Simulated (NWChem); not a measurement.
## What each level costs for difluoromethane (CH2F2)

```
C
F 1 1.3440
F 1 1.3440 2 109.24
H 1 1.1045 2 108.98 3 -118.98
H 1 1.1045 4 111.63 2 120.43
```
Charge 0, spin multiplicity 1.

All runs are NWChem calculations. Structure: optimised with PBE0/def2-SVP, a minimum by its harmonic frequencies.

Basis set: def2-TZVP (105 functions). Each entry is one whole single-point run; the coupled-cluster runs use the TCE module, and the SCF and DFT modules converge to different thresholds.

The correlated methods keep 3 core orbitals frozen. B3LYP has NWChem's definition, with VWN1-RPA local correlation.

Task: Roughly how much processor time does each of these take, relative to RHF: MP2, B2PLYP, PBE, B3LYP, BHandHLYP, CR-CCSD(T)?

Result: PBE about the same, within a factor of 3; BHandHLYP about the same, within a factor of 3; B3LYP about the same, within a factor of 3; MP2 about the same, within a factor of 3; B2PLYP about the same, within a factor of 3; CR-CCSD(T) about 50 (rough ratios from shared machines).
